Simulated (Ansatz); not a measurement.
An input meant for cyclo-(SiH2)3 (Si₃H₆) (charge 0, singlet; with a point charge).

```yaml
crystal:
  periodic: [false, false, false]
  atoms:
    - {symbol: Si, position_ang: [-1.133533, 0.092626, 0.729767]}
    - {symbol: H, position_ang: [-2.110598, -1.026220, 0.879396]}
    - {symbol: H, position_ang: [-1.540285, 1.322472, 1.471906]}
    - {symbol: Si, position_ang: [-0.010065, 0.334457, -1.309221]}
    - {symbol: H, position_ang: [0.269632, 1.713089, -1.809230]}
    - {symbol: H, position_ang: [-0.303047, -0.633621, -2.407325]}
    - {symbol: Si, position_ang: [1.143804, -0.426295, 0.579660]}
    - {symbol: H, position_ang: [2.131833, 0.484697, 1.229784]}
    - {symbol: H, position_ang: [1.552250, -1.861205, 0.635272]}
basis:
  gaussian: {orbitals: def2-mTZVPP, point_charges: [{charge: 1.00, position_ang: [5.004, -0.460, 0.242]}]}
hamiltonian: {xc: {name: HF}}
correlation: {active_space: {window: {electrons: 6, orbitals: 2}}}
scf: {omitted_lower_state_checks: [starts]}
```

```sh
$ ansatz run in.yaml --threads 4 --pin off --events-out ev --progress --plain --max-ram 3916MiB
```

Shortened log:

```
Functional definition: HF
1047 factors; integrals over basis functions are off by at most 1.4e-3 eV
mean field evaluation 1: about -23679.5498 eV, gradient 1.5e1 eV
mean field evaluation 2: about -23679.5499 eV, gradient 1.5e1 eV
mean field evaluation 4: about -23680.9060 eV, gradient 1.4e0 eV
mean field evaluation 8: about -23680.9174 eV, gradient 4.0e-4 eV
mean field -23680.91737673 eV, -870.2576620926 hartree, gradient 5.8e-7 eV, S^2 0.000000; 0 other end points of the search recorded, 0 dependent functions left out
reference -23680.91737673 eV, -870.2576620926 hartree; 24, 24 occupied and 87, 87 virtual orbitals, 1047 factors
Error: 6 electrons in 2 orbitals form no window around the highest filled level of the reference
```

Task: What is wrong with this run?

Result: The active space doesn't fit the electrons. The run stopped with an error.
